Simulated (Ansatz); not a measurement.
Lutetium, hcp: convergence with Fermi-Dirac smearing

Computed with Ansatz, r²SCAN, scalar-relativistic PAW, on the relaxed cell (a = 3.505 Å, c = 5.470 Å (c/a = 1.561); spin not included). Errors count from a run at 500 eV on a Γ-centred 17×17×10 mesh with Fermi-Dirac smearing of 0.1 eV, extrapolated to zero width. Fixed here: cutoff 500 eV, mesh 10×10×6. The SCF starts from atomic densities corrected by a trained network.

```json
{"width (eV)": "0.01", "E(σ→0) error (meV/atom)": "2.6", "F error (meV/atom)": "2.1", "P (GPa)": "-0.36", "SCF iterations": "9"}
{"width (eV)": "0.03", "E(σ→0) error (meV/atom)": "2.2", "F error (meV/atom)": "-0.5", "P (GPa)": "-0.26", "SCF iterations": "9"}
{"width (eV)": "0.1", "E(σ→0) error (meV/atom)": "0.7", "F error (meV/atom)": "-25.4", "P (GPa)": "-0.01", "SCF iterations": "9"}
{"width (eV)": "0.2", "E(σ→0) error (meV/atom)": "-8.2", "F error (meV/atom)": "-96.8", "P (GPa)": "0.33", "SCF iterations": "9"}
{"width (eV)": "0.3", "E(σ→0) error (meV/atom)": "-21.9", "F error (meV/atom)": "-200.9", "P (GPa)": "0.70", "SCF iterations": "9"}
{"width (eV)": "0.6", "E(σ→0) error (meV/atom)": "-56.3", "F error (meV/atom)": "-698.6", "P (GPa)": "2.10", "SCF iterations": "10"}
{"width (eV)": "1.0", "E(σ→0) error (meV/atom)": "-17.1", "F error (meV/atom)": "-1851.6", "P (GPa)": "3.79", "SCF iterations": "15"}
```
